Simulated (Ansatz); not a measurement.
Born–Oppenheimer molecular dynamics of H₆OSi₂ (9 atoms, charge 0, multiplicity 1). It starts from a relaxed structure.

All numbers below come from RKS B3LYP-D4/cc-pVDZ in Ansatz 0.2.0.

| Item | Value |
| --- | --- |
| ensemble | NVT, Langevin thermostat |
| time step | 0.5 fs |
| steps asked | 100 |
| set temperature | 500 K |
| friction | 0.001 /fs |
| seed | 967919 |

First frame:

```xyz
9
Properties=species:S:1:pos:R:3
Si -0.016 -0.041 -0.015
Si 0.044 0.042 2.345
H -1.324 -0.229 2.898
H 0.982 -0.989 2.895
H 0.481 1.395 2.818
H 1.353 0.099 -0.592
H -0.877 1.081 -0.522
O -0.564 -1.550 -0.571
H -1.427 -1.823 -0.233
```

Task: How far do the bonds stretch over the last three quarters of this one trajectory? (Pairs bonded in most of those frames.)

Result: 
| bond | mean (Å) | spread (Å) | shortest | longest |
| --- | --- | --- | --- | --- |
| Si1–Si2 | 2.359 | 0.008 | 2.35 | 2.37 |
| Si1–H6 | 1.495 | 0.016 | 1.47 | 1.52 |
| Si1–H7 | 1.501 | 0.012 | 1.48 | 1.52 |
| Si1–O8 | 1.704 | 0.012 | 1.69 | 1.72 |
| Si2–H3 | 1.499 | 0.031 | 1.45 | 1.55 |
| Si2–H4 | 1.507 | 0.068 | 1.40 | 1.61 |
| Si2–H5 | 1.501 | 0.017 | 1.47 | 1.53 |
| O8–H9 | 0.973 | 0.033 | 0.92 | 1.02 |

Mean temperature of the second half: 270 K. The mean temperature of the second half is 46 % below the set value. A run of 0.05 ps of so small a system gives no equilibrium averages.

The run took 4.8 min on 1 thread of Arm Neoverse V2, with other jobs on the host, peak memory 0.15 GiB.
